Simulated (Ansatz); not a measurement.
# [Br···H···N], quartet: transfer scan

Starting geometry:

```yaml
atoms:
  - { symbol: Br, position_ang: [0.0000, 0.0000, -1.5282] }
  - { symbol: H, position_ang: [0.0000, 0.0000, -0.1076] }
  - { symbol: N, position_ang: [0.0000, 0.0000, 1.6358] }
```

From there H2 is moved from one fragment to the other while all else, the fragments' distance too, stays fixed, so the hump isn't the reaction's barrier; atoms are numbered as listed. Energies are in eV, counted from the starting geometry at the same level.

Basis cc-pVTZ; Ansatz 0.2.0. Only valence electrons are correlated (noble-gas cores and the filled d shells of p-block atoms frozen). Prefix R: restricted or restricted open-shell reference; prefix U: unrestricted. Active spaces: valence = (13e, 9o) chosen from the atoms' valence shells. No spin–orbit coupling is included, and no scalar relativity.

Unrestricted rows (U) aren't spin-pure: their determinants' ⟨S²⟩ exceeds S(S+1) by up to 0.10, so they mix in states of higher spin. Runs in a small pair space aren't shown, since their orbitals change along the scan.

Full CI isn't at hand for all of this; UCCSDT(Q) serves as the reference, and is uncertain by about the last step of the cluster series. The frozen core follows each run's orbitals, which can shift R against U totals by a few meV for light atoms and by up to 0.1 eV past Ca.

```tsv
distance Br1-H2 (Å)	UCCSDT(Q)	error UHF	error RCCSD	error UCCSD(T)	error UCCSDT	error CASSCF (valence space)	error NEVPT2 (valence space)
1.421	0.000	0.000	0.000	0.000	0.000	0.000	0.000
1.521	0.115	0.079	0.017	0.003	0.001	0.016	0.001
1.722	0.557	0.273	0.074	0.015	0.005	0.096	0.009
1.923	0.618	0.381	0.078	0.018	0.004	0.194	0.043
2.124	0.420	0.165	0.012	0.006	-0.001	0.179	0.085
```

Errors are those of relative energies. In total energy the starting point itself misses UCCSDT(Q) by: UHF 8.711, RCCSD 0.297, UCCSD(T) 0.033, UCCSDT 0.009, CASSCF (valence space) 8.299, NEVPT2 (valence space) 1.721 eV.

Spread of the error over the points with a reference, to 2.124 Å (largest less smallest): UCCSDT 0.006, UCCSD(T) 0.018, RCCSD 0.078, NEVPT2 (valence space) 0.085, CASSCF (valence space) 0.194, UHF 0.381 eV.
